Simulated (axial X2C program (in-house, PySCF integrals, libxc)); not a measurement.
Low determinants of NaS at the PBE0 level, two-component

All values were computed with an in-house relativistic program for diatomic molecules. Two-component (2c) means X2C with spin–orbit coupling and atomic mean-field two-electron Coulomb and Gaunt terms. Basis: S dyall-av3z [9s8p3d2f], Na dyall-cv3z [9s8p5d2f] (cores contracted in-house); Gaussian nuclei, density fitting, unrestricted open shells. Masses: S 31.972 u, Na 22.990 u.

Search at 2.540 Å (vertical energies from the lowest determinant):

| ΔE (eV) | state | electrons beyond evenly filled partner blocks | electrons in ±ω = 1/2, 3/2, 5/2, 7/2 |
| --- | --- | --- | --- |
| 0.00 | Ω = 3/2 | ω = 3/2 | 22 5 0 0 |
| 0.04 | Ω = 1/2 | ω = 1/2 | 21 6 0 0 |
| 2.79 | Ω = 1/2 | 2 × ω = -1/2, ω = 3/2 | 22 5 0 0 |
| 3.17 | Ω = 5/2 | 2 × ω = 1/2, ω = 3/2 | 22 5 0 0 |
| 3.98 | Ω = 1/2 | ω = 1/2 | 23 4 0 0 |
| 4.33 | Ω = 5/2 | ω = -1/2, 2 × ω = 3/2 | 21 6 0 0 |
| 4.87 | Ω = 7/2 | ω = 1/2, 2 × ω = 3/2 | 21 6 0 0 |

Lowest determinant, Ω = 3/2 (⟨Sz⟩ = 0.50, ⟨Lz⟩ = 1.00 at PBE0): Re = 2.488 Å, ωe = 331.6 cm⁻¹.

The determinant in row 2 of the search, Ω = 1/2 (⟨Sz⟩ = -0.50, ⟨Lz⟩ = 1.00 at PBE0), was followed along the bond at PBE0; measured from the minimum of the lowest determinant it gives:

Te = 0.042 eV (335 cm⁻¹), Re = 2.488 Å, ωe = 331.7 cm⁻¹.

Problem. Compare the bond of the determinant in row 2 with that of the lowest one.

Solution. At PBE0 its Re is the same within 0.001 Å and its force constant, which goes as ωe², is 1.00 times that of the lowest determinant. T0 ≈ Te + Δωe/2 = 335 + (0) = 335 cm⁻¹.

The search compares states at one distance, so a state with another bond length can lie lower; it is not exhaustive and yields mostly the lowest determinant of each block pattern, so other components and higher states of one pattern are missing. These are energies of single determinants, not of spin-adapted states; PBE0 term energies can be off by some tenths of an eV, and the functional has no current term.
